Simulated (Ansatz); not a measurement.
# Scan of the Si2–H5 bond length

SiH$_{3}$OF (SMILES O[SiH2]F), closed shell, at its PBE0-D4/def2-TZVP minimum:

```tsv
atom	x (Å)	y (Å)	z (Å)
O1	-0.8535	-0.2092	-0.9241
Si2	0.3783	-0.0093	0.1239
F3	0.1808	-0.9228	1.4178
H4	-1.7142	0.1502	-0.7056
H5	1.5956	-0.4585	-0.5758
H6	0.4551	1.3856	0.6176
```

The bond length Si2–H5 (1.474 Å at the minimum) is set to the values below, the two halves moving rigidly along the bond. Each method's energies count from its own value at the PBE0-D4 minimum structure. Program: Ansatz 0.2.0. Basis: def2-TZVPP. Cores are frozen in the correlated methods. B3LYP uses VWN-RPA correlation.

CCSD(T) energies along the scan:
```tsv
bond length (Å)	CCSD(T) (kcal/mol)
1.209	22.25
1.271	11.58
1.362	2.86
1.468	-0.01
1.586	2.66
1.713	9.59
1.848	19.36
1.990	30.66
2.138	42.45
```
They count from the CCSD(T) energy at the PBE0-D4 minimum.

Minimum and curvature along this coordinate at CCSD(T): A fifth-order fit through the nearest points gives 1.467 Å, with a curvature of about 19 eV/Å².

Question: Treat the two halves as rigid bodies and work out the harmonic wavenumber of this stretch from that curvature (ν̃ = 521.5 √(k/μ) cm⁻¹ with k in eV/Å² and μ in u).

Answer: The halves weigh 65.10 and 1.01 u, so μ = 65.10 × 1.01/66.11 = 0.995 u and ν̃ = 521.5 √(19/0.995) ≈ 2300 cm⁻¹. A true normal mode mixes in other motions, so this is a guide only.

Largest difference from the CCSD(T) curve over the scan: PBE0-D4 1.12; B3LYP-D4 1.25; wB97M-V 1.38; HF 5.73 kcal/mol. Each curve counts from its own value at the minimum.

T1 diagnostic: at most 0.014.

For scale, one of the runs: CCSD(T)/def2-TZVPP, 146 basis functions (an equivalent command: `ansatz run in.yaml --threads 2`). The run took 20 s on 2 CPU threads (shared host), with 0.92 GiB of host memory at its peak.
